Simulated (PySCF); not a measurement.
Species: H₂O.
SMILES: `O`

The calculation used PBE0-D3(BJ)/def2-SVP geometry optimisation, gas phase (PySCF 2.14.0).

Take the most abundant isotopes and a rigid rotor. 

**Question.** Give the principal moments of inertia and the rotational constants in MHz.

**Answer.** Ia = 0.64, Ib = 1.15, Ic = 1.79 u·Å²; 505379 MHz·u·Å²/I gives A = 789547, B = 440600, C = 282791 MHz.

**Question.** Classify the top.

**Answer.** An asymmetric top: κ = (2 × 440600 − 789547 − 282791)/(789547 − 282791) = -0.38.

**Question.** Which lines would a microwave search look for?

**Answer.** The dipole components are |μa| = 0.00 D, |μb| = 2.03 D, |μc| = 0.00 D; the symmetry axis of this C2v structure is b, so μa and μc vanish by symmetry and there are no a-type or c-type lines. Some lines, for components of 0.1 D or more:

```
type  branch         J(Ka,Kc)      MHz  lower level (cm⁻¹)
   b       R  5(3,2) ← 4(4,1)   947586             470.768
   b       Q  4(1,3) ← 4(0,4)  1585498             224.288
   b       Q  3(2,2) ← 3(1,3)  1780805             142.463
   b       R  3(0,3) ← 2(1,2)  1783177              78.765
   b       Q  3(3,1) ← 3(2,2)  2163080             201.865
   b       Q  5(1,4) ← 5(0,5)  2207757             328.689
   b       R  5(2,3) ← 4(3,2)  2246265             372.782
   b       Q  5(3,3) ← 5(2,4)  2443710             414.770
   b       R  4(0,4) ← 3(1,3)  2453024             142.463
   b       R  2(2,1) ← 1(1,0)  2651432              41.033
   b       Q  5(4,1) ← 5(3,2)  2772946             502.376
   b       R  5(1,4) ← 4(2,3)  3150015             297.259
   b       R  5(1,5) ← 4(0,4)  3153283             224.288
   b       R  3(2,2) ← 2(1,1)  3217014              94.557
   b       R  4(2,3) ← 3(1,2)  3701290             173.797
   b       Q  5(5,0) ← 5(4,1)  3754723             594.871
   b       R  3(2,1) ← 2(1,2)  3886301              78.765
   b       R  3(3,1) ← 2(2,0)  4290659             130.896
   b       R  4(3,2) ← 3(2,1)  4928115             208.398
   b       R  4(3,1) ← 3(2,2)  5174162             201.865
   b       R  5(5,0) ← 4(4,1)  7475255             470.768
```

Stationary, but not proved a minimum. No vibrational averaging or centrifugal distortion is included, and the geometry carries the error of its method.

The run took 0.96 s wall on one thread of an Arm Neoverse V1, shared host with 32 logical CPUs at a one-minute load of 15, and the process peaked at 0.23 GiB of memory. This is the geometry optimisation.
